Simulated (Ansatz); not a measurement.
Ansatz (an electronic-structure program) input (CCSD(T)/d-aug-cc-pVTZ): A basis named .json is the Basis Set Exchange file of that set (core-valence sets with the plain set on hydrogen).

Ansatz 0.2 input:
```yaml
crystal:
  periodic: [false, false, false]
  atoms:
    - {symbol: F, position_ang: [-0.00000000, -0.00000000, -0.09245367]}
    - {symbol: H, position_ang: [0.00000000, 0.00000000, 0.83208299]}
basis:
  gaussian:
    orbitals: d-aug-cc-pVTZ.json
magnetization: {spin_polarized: false}
correlation: {method: ccsd_t, electrons: outside_noble_gas}
output: {forces: true}
```

Output:

```
Functional definition: HF
integrals: 0.09 GiB planned
560 factors; integrals over basis functions are off by at most 1.2e-3 eV
mean field: 0.14 GiB planned
mean field evaluation 1: about -2721.8249 eV, gradient 2.5e1 eV
mean field evaluation 2: about -2721.8248 eV, gradient 2.5e1 eV
mean field evaluation 4: about -2722.7879 eV, gradient 1.2e0 eV
mean field evaluation 8: about -2722.7925 eV, gradient 5.4e-5 eV
mean field evaluation 16: about -2722.7920 eV, gradient 3.4e-1 eV
mean field -2722.79253886 eV, -100.0607802280 hartree, gradient 2.2e-6 eV, S^2 0.000000; 0 other end points of the search recorded, 0 dependent functions left out
1 core orbitals not correlated
reference -2722.79253886 eV, -100.0607802280 hartree; 4, 4 occupied and 89, 89 virtual orbitals, 560 factors
densities: 0.38 GiB planned
second order -7.63938447 eV of doubles, -0.00000000 eV of singles
coupled cluster: 0.25 GiB planned
cycle   1  -7.51770463 eV  change    1.2e-1 eV  update   4.7e-2
cycle   2  -7.64316808 eV  change   -1.3e-1 eV  update   1.3e-2
cycle   3  -7.67426553 eV  change   -3.1e-2 eV  update   5.6e-3
cycle   4  -7.66941889 eV  change    4.8e-3 eV  update   9.6e-4
cycle   5  -7.66896188 eV  change    4.6e-4 eV  update   3.3e-4
cycle   6  -7.66910854 eV  change   -1.5e-4 eV  update   8.8e-5
cycle   7  -7.66909106 eV  change    1.7e-5 eV  update   2.9e-5
cycle   8  -7.66907833 eV  change    1.3e-5 eV  update   7.4e-6
cycle   9  -7.66907679 eV  change    1.5e-6 eV  update   2.2e-6
perturbative correction -0.20706847 eV, -0.0076096258 hartree
the calculation of the forces begins
Total energy: -2730.66868412 eV, -100.3502232277 hartree
Atom 0 at    -0.000000    -0.000000    -0.092454 Å, force    -0.000000     0.000000     0.195581 eV/Å
Atom 1 at     0.000000     0.000000     0.832083 Å, force    -0.000000    -0.000000    -0.195581 eV/Å
Dipole moment:     0.000000     0.000000     0.374747 e Å
```
